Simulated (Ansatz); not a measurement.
Relaxation of H$_{5}$S$_{2}$Si (8 atoms, charge 1, multiplicity 1), to a largest force component of 0.02 eV/Å in at most 50 steps.

Theory: Ansatz 0.2.0, RKS PBE-D4/6-31G*.

```xyz
8
Properties=species:S:1:pos:R:3:forces:R:3
Si -0.909 1.236 -0.596 -0.41 0.12 0.24
S 0.225 0.191 1.072 1.65 -0.58 0.41
S 0.925 -1.528 0.174 -0.17 -0.97 -0.41
H -1.901 0.223 -0.929 -0.46 -0.35 -0.12
H 0.151 1.403 -1.582 0.56 0.05 -0.24
H -1.336 2.399 0.156 -0.30 0.62 0.25
H 2.228 -1.489 0.565 0.14 0.38 -0.09
H 0.505 -0.075 2.396 -1.01 0.71 -0.05
```

Where does it end, and by what steps?

The forces met the threshold. Limits of this set-up: the dipole of an ion depends on the origin. After 9 steps the energy has fallen by 1.147 eV; H8 moved furthest, 0.76 Å.

| step | energy less start (eV) | largest force component (eV/Å) | accepted |
| --- | --- | --- | --- |
| 0 | 0.0000 | 1.648 | yes |
| 1 | -0.4962 | 1.049 | yes |
| 2 | -0.8031 | 1.814 | yes |
| 3 | -1.0348 | 0.454 | yes |
| 4 | -1.1126 | 0.358 | yes |
| 5 | -1.0932 | 0.361 | no |
| 6 | -1.1398 | 0.095 | yes |
| 7 | -1.1461 | 0.121 | yes |
| 8 | -1.1467 | 0.077 | yes |
| 9 | -1.1475 | 0.010 | yes |

```xyz
8
Properties=species:S:1:pos:R:3
Si -0.846 1.214 -0.490
S 0.675 0.312 0.987
S 0.990 -1.628 0.220
H -1.865 0.145 -0.666
H 0.047 1.466 -1.648
H -1.280 2.404 0.291
H 2.322 -1.617 0.513
H -0.152 0.064 2.049
```

Whether the end is a true minimum wasn't checked by a vibrational analysis.

The run took 30 s on 1 thread of Intel(R) Xeon(R) Platinum 8259CL CPU @ 2.50GHz (Skylake/Cascade Lake), with other jobs on the host, peak memory 0.14 GiB.
